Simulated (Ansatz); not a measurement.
# C2H2 (singlet): the correlation ladder, cc-pVTZ

One table from this session's results is given with a row withheld; the runs are named, their logs left out.

Program: Ansatz 0.2.0, Gaussian basis. Level of theory: cc-pVTZ, core rule «outside noble gas», up to 2 orbitals frozen. These are calculated values, not measurements.

Plan: UHF; CCSD(T) on RHF; BCCD(T) on RHF; CCSDT(Q) on RHF; CASSCF and MRCISD+Q, 10 electrons in 10 orbitals; CASSCF and NEVPT2, 10 electrons in 10 orbitals.

3 further runs of the same task are left out: 3 set aside as unsound or not needed. Runs told in other sessions of the task aren't counted.

## The system

The geometry is a PBE0/def2-TZVP stationary point (not a proven minimum).

4 atoms, charge 0, spin multiplicity 1.

Atoms are counted from 1 here; the program's logs count them from 0.

Bond lengths: C1–C2 1.197 Å, C1–H3 1.065 Å, C2–H4 1.065 Å. Angles: C2–C1–H3 180.0°, C1–C2–H4 180.0°.

Set-up of the first run:

Contents of in.yaml:

```yaml
crystal:
  periodic: [false, false, false]
  atoms:
    - {symbol: C, position_ang: [0.000000, 0.000000, 0.598483]}
    - {symbol: C, position_ang: [0.000000, 0.000000, -0.598483]}
    - {symbol: H, position_ang: [0.000000, 0.000000, 1.663170]}
    - {symbol: H, position_ang: [0.000000, 0.000000, -1.663170]}
basis:
  gaussian: {orbitals: cc-pVTZ}
magnetization: {spin_polarized: true, initial_magnetization: 0}
hamiltonian: {xc: hf}
output: {orbitals: {seedname: orbitals}}
```

Started as:

```console
$ ansatz run in.yaml --threads 1 --pin off --events-out ev --progress --plain --max-ram 4096MiB --backend cpu
```

Among the steps run: UHF; CCSD(T) on RHF; BCCD(T) on RHF; CCSDT(Q) on RHF; CASSCF and MRCISD+Q, 10 electrons in 10 orbitals; CASSCF and NEVPT2, 10 electrons in 10 orbitals.

One table of the session follows, with a row left open; its other results are not shown here.

It belongs to the step «Misses and costs». 

```
          method  from RCCSDT(Q) (meV)
             RHF                     ?
            RMP2                +810.2
           RCCSD                +475.4
        RCCSD(T)                 +33.4
         BCCD(T)                 +32.5
          RCCSDT                 +31.7
       RCCSDT(Q)                     0
  CASSCF valence               +5219.2
  NEVPT2 valence               +1012.6
  MRCISD valence                +326.9
MRCISD+Q valence                 +57.2
```

Q: Estimate the row for RHF from the others.

As computed: from RCCSDT(Q) (meV): +9217.6. In the column «from RCCSDT(Q) (meV)» it is the highest.

With the free atoms at the same levels and basis (separate runs), the atomisation energy is 17.046 eV at RCCSDT(Q), 17.040 eV at RCCSD(T), 12.710 eV at RHF.
